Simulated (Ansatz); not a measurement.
# Antiferromagnetic (type II) rock-salt MnS

Computed with PBEsol (Ansatz, an electronic-structure program, plane waves, PAW).

Run with plane-wave cutoff 520 eV, 12×12×12 k mesh, spin-polarised with opposed moments, scalar-relativistic PAW data made under PBE.

Cell (measured lattice):

```cif
data_Mn4S4
_chemical_formula_sum 'Mn4 S4'
_space_group_name_H-M_alt 'Fm-3m'
_space_group_IT_number 225
_space_group_name_Hall '-F 4 2 3'
_cell_length_a 5.22360
_cell_length_b 5.22360
_cell_length_c 5.22360
_cell_angle_alpha 90.000
_cell_angle_beta 90.000
_cell_angle_gamma 90.000
loop_
_atom_site_label
_atom_site_type_symbol
_atom_site_symmetry_multiplicity
_atom_site_Wyckoff_symbol
_atom_site_fract_x
_atom_site_fract_y
_atom_site_fract_z
_atom_site_occupancy
Mn1 Mn 4 a 0.00000 0.00000 0.00000 1
S1 S 4 b 0.50000 0.50000 0.50000 1
```
(The calculation used a cell of 4 atoms; values per cell refer to that cell.)

```
Property                                          Value
---------------------------------------------  --------
Voigt–Reuss–Hill bulk modulus                  54.7 GPa
Voigt–Reuss–Hill shear modulus (Hill average)  33.0 GPa
Young modulus                                  82.4 GPa
Poisson ratio                                     0.249
```

Note: the cell isn't this level's own, so it is under some stress, which shifts stiffness and frequencies.

Elastic constants are with the ions relaxed.

The result took roughly 20 core-minutes.
